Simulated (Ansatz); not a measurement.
## Ansatz (development build ahead of 0.2.0) run

```yaml
crystal:
  periodic: [false, false, false]
  atoms:
    - { symbol: S, position_ang: [0.0, 0.0, 0.0] }
    - { symbol: H, position_ang: [2.08128, 0.0, 1.20163] }
    - { symbol: H, position_ang: [-2.08128, 0.0, 1.20163] }
basis:
  gaussian: { orbitals: "6-31G" }
total_charge: 1
magnetization:
  initial_magnetization: 1
hamiltonian:
  xc: hf
correlation:
  method: fci
  frozen_orbitals: { H: 0, S: 5 }
```

The input is written out in the form of the current development build from the run's settings.

The run gave:

| Property | Result |
| --- | --- |
| Converged | yes |
| Total energy | -398.18595 hartree |
| State | lowest doublet root, of any spatial symmetry |
